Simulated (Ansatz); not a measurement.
Geometry optimisation, RKS BHLYP/def2-SVP (Ansatz).

The input (input.yaml):

```yaml
crystal:
  periodic: [false, false, false]
  atoms:
    - { symbol: Si, position_ang: [-0.53719, 0.048049, 0.470858] }
    - { symbol: "N", position_ang: [1.032395, -0.289381, -0.295719] }
    - { symbol: O, position_ang: [-1.358218, 0.759649, -0.772319] }
    - { symbol: H, position_ang: [-0.704142, 0.729228, -1.479998] }
    - { symbol: H, position_ang: [-0.384144, 0.968736, 1.615577] }
    - { symbol: H, position_ang: [-1.182956, -1.206258, 0.907744] }
    - { symbol: H, position_ang: [1.837083, 0.239614, 0.001097] }
    - { symbol: H, position_ang: [1.297272, -1.249736, -0.447142] }
basis:
  gaussian: { orbitals: def2-SVP }
hamiltonian:
  xc: { name: BHLYP }
relax:
  f_tol: 0.03
  max_steps: 50
output:
  orbitals: {}
```

Command:

```bash
$ ansatz run input.yaml --threads 1 --pin off --max-ram 2048MiB --backend cpu --events-out ev --progress --plain --runs-dir out
```

Task: Where does it end, and by what steps?

Result: The forces met the threshold. After 13 steps the energy has fallen by 0.194 eV; H4 moved furthest, 0.57 Å.

```csv
step,energy less start (eV),largest force component (eV/Å),accepted
0,0.0000,1.111,yes
1,-0.0704,0.687,yes
2,-0.1219,0.668,yes
3,-0.1409,0.473,yes
4,-0.1516,0.161,yes
5,-0.1561,0.499,yes
6,-0.1636,0.839,yes
7,-0.1641,1.015,yes
8,0.1924,3.932,no
9,-0.1911,0.111,yes
10,-0.1909,0.126,no
11,-0.1922,0.073,yes
12,-0.1937,0.048,yes
13,-0.1942,0.015,yes
```

```xyz
8
Properties=species:S:1:pos:R:3
Si -0.428 0.078 0.421
N 1.161 -0.401 0.006
O -1.193 1.015 -0.712
H -1.264 0.667 -1.597
H -0.437 0.934 1.621
H -1.162 -1.191 0.639
H 1.936 0.232 -0.089
H 1.388 -1.334 -0.289
```

Time of the run: 33 s on 1 thread of Arm Neoverse V1, on a shared host, peak memory 0.14 GiB.
